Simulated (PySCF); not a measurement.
A family of related molecules: H3E-E'H3. Isolated molecules, 0 K electronic values unless said otherwise. Strings in code marks are SMILES.

The dipole moment from two functionals at the same geometries (B3LYP-D3(BJ)/def2-TZVP), both in PySCF: PBE-D3(BJ)/def2-TZVP and B3LYP-D3(BJ)/def2-TZVP. B3LYP has the VWN-RPA correlation part, as in Gaussian. 

```json
[
 {"species": "`CC`", "PBE-D3(BJ)/def2-TZVP (D)": "0.00", "B3LYP-D3(BJ)/def2-TZVP (D)": "0.00"},
 {"species": "`C[SiH3]`", "PBE-D3(BJ)/def2-TZVP (D)": "0.83", "B3LYP-D3(BJ)/def2-TZVP (D)": "0.78"},
 {"species": "`[CH3][GeH3]`", "PBE-D3(BJ)/def2-TZVP (D)": "0.72", "B3LYP-D3(BJ)/def2-TZVP (D)": "0.70"},
 {"species": "`[SnH3][CH3]`", "PBE-D3(BJ)/def2-TZVP (D)": "0.79", "B3LYP-D3(BJ)/def2-TZVP (D)": "0.77"},
 {"species": "`[SiH3][SiH3]`", "PBE-D3(BJ)/def2-TZVP (D)": "0.00", "B3LYP-D3(BJ)/def2-TZVP (D)": "0.00"},
 {"species": "`[GeH3][SiH3]`", "PBE-D3(BJ)/def2-TZVP (D)": "0.12", "B3LYP-D3(BJ)/def2-TZVP (D)": "0.17"},
 {"species": "`[SiH3][SnH3]`", "PBE-D3(BJ)/def2-TZVP (D)": "0.29", "B3LYP-D3(BJ)/def2-TZVP (D)": "0.35"},
 {"species": "`[GeH3][GeH3]`", "PBE-D3(BJ)/def2-TZVP (D)": "0.00", "B3LYP-D3(BJ)/def2-TZVP (D)": "0.00"},
 {"species": "`[SnH3][SnH3]`", "PBE-D3(BJ)/def2-TZVP (D)": "0.00", "B3LYP-D3(BJ)/def2-TZVP (D)": "0.00"},
 {"species": "`[NH3+][AlH3-]`", "PBE-D3(BJ)/def2-TZVP (D)": "5.41", "B3LYP-D3(BJ)/def2-TZVP (D)": "5.44"}
]
```

Over these rows, drawn at random from the members with no instability flagged (it was tested for open shells, ions and some series alone), PBE minus B3LYP-D3(BJ): mean 0.00 D, from -0.06 D to +0.05 D.
